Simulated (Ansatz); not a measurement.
A made-up structure of CH₄BSi, doublet:

```
7
angstrom
B -0.6296 -0.2964 1.0948
C -0.5529 -0.8265 -0.1755
Si 0.5951 0.5440 -0.4990
H -0.9116 -1.6003 -0.8382
H -0.8575 -1.7320 0.2838
H -0.7622 0.0707 2.2062
H 2.0673 0.3621 -0.5184
```

It is relaxed with PBE-D4/def2-SVP and then PBE0-D4/def2-TZVP (Ansatz 0.2.0). Atoms count as bonded within 1.22 times the sum of their covalent radii (H–H: 0.88 Å). The end point is not checked to be a true minimum.

(1) Does its bonding change? (Judge from chemistry; the calculation decides.)

## Answers

(1) Computed: No: no bond forms or breaks.

Where it ends: The first stage lowers the energy by 2.77 eV in 14 steps. It ends as CH₄BSi ([BH]1[CH2][SiH]1):
```csv
atom,x (Å),y (Å),z (Å)
B1,-0.6751,0.0011,0.9387
C2,-0.6156,-1.1639,0.0129
Si3,0.4986,0.4417,-0.5216
H4,-1.0636,-1.1424,-0.9841
H5,-0.4589,-2.1846,0.3601
H6,-0.7289,0.1650,2.1130
H7,1.9920,0.4048,-0.3652
```

Labels in which every atom is bracketed show which atoms are joined, not bond orders.

For scale, one of the runs: PBE0-D4/def2-TZVP relaxation, 123 basis functions, launched by `ansatz run in.yaml --threads 2 --pin off --events-out ev --progress --plain --max-ram 4352MiB`. The run took about 57 s on 2 CPU threads of an Intel Xeon Platinum 8175M (shared host).
